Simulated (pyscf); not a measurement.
Single points on ωB97X-D3(BJ)/def2-SVP structures (PySCF, gas phase).

**Question.** PBE/def2-TZVP puts the barrier of HO–GaH–OH → O=Ga–OH + H₂ (elimination; singlet surface; H–O, Ga–H broken, H–H formed) at 276.1 kJ/mol and the reaction energy at +214.8 kJ/mol, from the reactant's lowest minimum found. What do B3LYP-D3(BJ)/def2-TZVP, PBE0-D3(BJ)/def2-TZVP, ωB97M-D3(BJ)/def2-TZVP give on the same structures?

**Answer.** B3LYP-D3(BJ): ΔE‡ = 307.8 kJ/mol, ΔE = +235.4 kJ/mol; PBE0-D3(BJ): ΔE‡ = 311.2 kJ/mol, ΔE = +254.0 kJ/mol; ωB97M-D3(BJ): ΔE‡ = 323.3 kJ/mol, ΔE = +254.9 kJ/mol. PBE's barrier lies under all of them, by 31.7 to 47.2 kJ/mol. Its reaction energy lies under all of them, by 20.6 to 40.1 kJ/mol. Much of the shift in the barrier follows the reaction energy. On the reactant side the descent ends in a point that may be a rotor saddle (no frequency run), 6.9 kJ/mol over the lowest minimum found and 319.2 kJ/mol under the saddle at ωB97X-D3(BJ)/def2-TZVP. At the saddle there is also a short Ga–H contact that neither side keeps. The same reactants have a lower exit, to HO–Ga [singlet] + H₂O (barrier +240.0 kJ/mol at ωB97M-D3(BJ)/def2-TZVP, against +323.3 kJ/mol here). One saddle was located; it need not be the lowest between these sides. Elements up to Kr have no core potential and no relativistic terms here.
